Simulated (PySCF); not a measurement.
# Ionising NaN

ROHF-CCSD(T); Na 6-31G(d,p), N 6-31G(d,p); no relativity (PySCF 2.14). Neutral (ROHF): triplet (π ↑↑), Re = 2.332 Å, ωe = 320 cm⁻¹, De = 0.41 eV.

NaN⁺ (UHF): quartet (σ ↑, π ↑↑), Re = 2.711 Å, ωe = 142 cm⁻¹, De = 0.15 eV to Na⁺ + N. The energies at the minima are -216.33094 hartree for NaN and -216.13825 for NaN⁺.

(1) Work out the adiabatic ionisation energy, without and with harmonic zero-point energies (1 hartree = 27.2114 eV, 1 eV = 8065.5 cm⁻¹), and the change of the bond length.

Correlated steps freeze 2 core orbitals. UHF and ROHF references stand side by side, which adds small steps between rows. Weak bonds: NaN, NaN⁺. Basis-set superposition, not corrected here, can be much of De in a small basis, most of all at correlated wavefunction levels. For an ion De counts to the pair picked by the measured ionisation energies or electron affinities, which need not be the lowest pair at this level. The CCSD T1 diagnostic is raised in NaN, a sign that a single reference may not be enough there. States were picked by a PBE0 search and need not be the measured ground states.

Neutral and ion stand on different kinds of reference determinant, which adds to the error of the difference.

## Answers

(1) At CCSD(T): 0.19269 hartree = 5.243 eV between the minima; the zero-point term (142.0 − 320.0)/2 cm⁻¹ = -0.011 eV makes it 5.232 eV. Re changes by +37.9 pm against the neutral. The electron leaves a σ orbital, and the ion is left as a loose complex of an ion and an atom.
